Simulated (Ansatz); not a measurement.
**SO₂: one structure at several levels**

An exercise on one series of results from a longer session: the logs are not shown, and one member is left open.

The runs use Ansatz 0.2.0, Gaussian basis; single points in def2-TZVPP.

Cores are frozen in the correlated methods. B3LYP uses VWN-RPA correlation.

### The starting structure

3 atoms, charge 0, spin multiplicity 1.

Atoms are counted from 1 here; the program's logs count them from 0.

Bond lengths: O1–S2 1.531 Å, S2–O3 1.283 Å. Angles: O1–S2–O3 123.0°.

Geometry (Å):

```
O    -1.0805    0.6021   -0.4619
S     0.2298    0.2393    0.2429
O     0.7353   -0.9392    0.2139
```

The first run:

File run/in.yaml:

```yaml
crystal:
  periodic: [false, false, false]
  atoms:
    - {symbol: O, position_ang: [-1.080500, 0.602100, -0.461900]}
    - {symbol: S, position_ang: [0.229800, 0.239300, 0.242900]}
    - {symbol: O, position_ang: [0.735300, -0.939200, 0.213900]}
basis:
  gaussian: {orbitals: def2-TZVPP}
correlation: {method: ccsd_t}
output: {forces: true}
```

No record of the launch command was kept for these runs.

Among the steps run: CCSD(T)/def2-TZVPP; PBE0-D4/def2-TZVPP; wB97M-V/def2-TZVPP; r2SCAN-D4/def2-TZVPP; PBE-D4/def2-TZVPP; r2SCAN0-D4/def2-TZVPP; B3LYP-D4/def2-TZVPP.

One of the session's tables, all rows but one given; the rest of the session is left out.

| method | RMS force component (eV/Å) | angle to CCSD(T) forces (°) | dipole (D) |
| --- | --- | --- | --- |
| CCSD(T) | 8.983 | reference | 1.83 |
| PBE0-D4 | 8.788 | 2.2 | 1.90 |
| wB97M-V | ? | ? | ? |
| r2SCAN-D4 | 8.912 | 0.2 | 1.79 |
| PBE-D4 | 9.186 | 2.9 | 1.74 |
| r2SCAN0-D4 | 8.631 | 4.0 | 1.94 |
| B3LYP-D4 | 8.793 | 0.5 | 1.93 |

Q: Estimate the row for wB97M-V from the others.

**Answer.** RMS force component (eV/Å): 8.799; angle to CCSD(T) forces (°): 2.8; dipole (D): 2.01. In the column «RMS force component (eV/Å)» it lies between B3LYP-D4 (8.793) and r2SCAN-D4 (8.912).
